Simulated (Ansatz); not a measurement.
## Diamond-structure Si

Method: PBE0 in Ansatz (PAW).

Numerical settings: plane-wave cutoff 500 eV, 8×8×8 k mesh, gaussian smearing 0.02 eV, scalar-relativistic PAW data made under PBE.

Cell: relaxed with r²SCAN: a = 5.4442 Å, b = 5.4442 Å, c = 5.4442 Å, α = 90.00°, β = 90.00°, γ = 90.00°.

```
Item                            Value
--------  ---------------------------
band gap  1.82 eV (on the SCF k mesh)
```

Measured, for comparison: band gap 1.23 eV (zero-point renormalisation of 0.06 eV added back here (the table's ZPR column); inputs from Chen et al. (2018), doi:10.1103/physrevmaterials.2.073803). Computed (rounded) less measured: band gap +0.59 eV.

Note: cell and atoms aren't relaxed at this level (pressure -0.4 GPa).

The computed numbers hold no vibrational or temperature effects.

Ansatz is a quantum-chemistry and plane-wave program.
